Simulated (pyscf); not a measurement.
Optimised with ωB97X-D3(BJ)/def2-SVP in PySCF.

Q: •O–Si(SiH₃)(SiH₃)–SiH₃ + hydrogen (H₂) → HO–Si(SiH₃)(SiH₃)–SiH₃ + H atom (H•)
Surface: doublet. Broken: H–H. Formed: H–O. Give ΔE‡ and ΔE from B3LYP-D3(BJ)/def2-TZVP, relative to the separated reactants.

A: ΔE‡ = 0.32 eV, ΔE = -0.02 eV. ωB97M-D3(BJ)/def2-TZVP gives 0.39 eV and -0.29 eV. Zero-point energy shifts the barrier by 0.00 eV. It is a hydrogen abstraction, with an imaginary mode of 1187i cm⁻¹. •O–Si(SiH₃)(SiH₃)–SiH₃ lies 2.12 eV over its isomer H₃Si–O–Si•(SiH₃)–SiH₃ (electronic energy, ωB97M-D3(BJ)/def2-TZVP). HO–Si(SiH₃)(SiH₃)–SiH₃ lies 1.03 eV over its isomer H₃Si–SiH₂–O–SiH₂–SiH₃ (electronic energy, ωB97M-D3(BJ)/def2-TZVP). One saddle was located; it need not be the lowest between these sides. The angle at the transferred H is 162°.
